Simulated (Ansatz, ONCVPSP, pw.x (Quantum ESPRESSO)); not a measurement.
# pw.x on fcc O: one setting changed

Potential: optimised norm-conserving Vanderbilt (ONCV), ONCVPSP 4.0.1.1 (patched build), LDA (Perdew-Wang 92); core [He], reference 2s1 2p5; waves: 2s: rc 0.65 bohr, ncon 3, nbas 7, qcut 11.8 1/bohr, 1 projector; 2p: rc 1.70 bohr, ncon 4, nbas 8, qcut 8.6 1/bohr, 2 projectors, debl 0.7 Ha; d scattering state at 0.27 Ha: rc 1.60 bohr, ncon 3, nbas 6, qcut 7.7 1/bohr, 1 projector; local part: polynomial inside 0.60 bohr (lpopt 4, dvloc0 0 Ha); core correction: Teter function, fcfact 4.25, rcfact 1.1.

The reference run (k-mesh 18³, cutoffs 130/520 Ry, Fermi–Dirac 0.01 Ry, mixing_beta 0.4, conv_thr 1e-9, no spin) gives 1.99 GPa at 7.213 Å³/atom, where all-electron LAPW gives 0.50 GPa. This run, with its own iteration cap, changes k-mesh points per axis to 3.

```
&control
  calculation='scf', prefix='x', pseudo_dir='./', outdir='./tmp', tstress=.true., disk_io='none'
/
&system
  ibrav=0, nat=1, ntyp=1, ecutwfc=130, ecutrho=520, nbnd=10,
  occupations='smearing', smearing='fd', degauss=0.01
/
&electrons
  conv_thr=1e-09, mixing_beta=0.4, electron_maxstep=50
/
ATOMIC_SPECIES
O 1.0 O.UPF
CELL_PARAMETERS angstrom
  0.00000000 1.53354072 1.53354072
  1.53354072 0.00000000 1.53354072
  1.53354072 1.53354072 0.00000000
ATOMIC_POSITIONS crystal
O 0.0000 0.0000 0.0000
K_POINTS automatic
3 3 3 0 0 0
```

```bash
pw.x < O.scf.in > O.scf.out
```

Question: How does the run end?

Answer: It converges in 6 iterations; the free energy moves by -448.5 meV/atom and the pressure by -9.58 GPa.

```
Message from routine setup:
     using ibrav=0 with symmetry is DISCOURAGED, use correct ibrav instead
     lattice parameter (alat)  =       4.0984  a.u.
     unit-cell volume          =      48.6757 (a.u.)^3
     number of electrons       =         6.00
     number of Kohn-Sham states=           10
     kinetic-energy cutoff     =     130.0000  Ry
     charge density cutoff     =     520.0000  Ry
     scf convergence threshold =      1.0E-09
     Exchange-correlation= SLA  PW   NOGX NOGC
     number of k points=     4  Fermi-Dirac smearing, width (Ry)=  0.0100
     iteration #  1     ecut=   130.00 Ry     beta= 0.40
     total energy              =     -31.62261287 Ry
     estimated scf accuracy    <       0.00050483 Ry
     iteration #  2     ecut=   130.00 Ry     beta= 0.40
     total energy              =     -31.62261569 Ry
     estimated scf accuracy    <       0.00016502 Ry
     iteration #  3     ecut=   130.00 Ry     beta= 0.40
     total energy              =     -31.62261785 Ry
     estimated scf accuracy    <       0.00000296 Ry
     iteration #  4     ecut=   130.00 Ry     beta= 0.40
     total energy              =     -31.62261808 Ry
     estimated scf accuracy    <          3.1E-09 Ry
     iteration #  5     ecut=   130.00 Ry     beta= 0.40
     total energy              =     -31.62261808 Ry
     estimated scf accuracy    <          1.2E-09 Ry
     iteration #  6     ecut=   130.00 Ry     beta= 0.40
     the Fermi energy is     6.6872 ev
!    total energy              =     -31.62261808 Ry
     estimated scf accuracy    <          7.2E-12 Ry
     smearing contrib. (-TS)   =      -0.00789580 Ry
     The total energy is F=E-TS. E is the sum of the following terms:
     one-electron contribution =      -0.37900481 Ry
     hartree contribution      =       4.15067968 Ry
     xc contribution           =      -6.90871744 Ry
     ewald contribution        =     -28.47767971 Ry
     convergence has been achieved in   6 iterations
          total   stress  (Ry/bohr**3)                   (kbar)     P=      -75.94
     Message from routine punch:
     Nothing written, as per user request (disk_io='none')
```

The run took about 1.2 s on one core of a shared host (Neoverse-N1, 64 threads, 124 GiB, load 55).
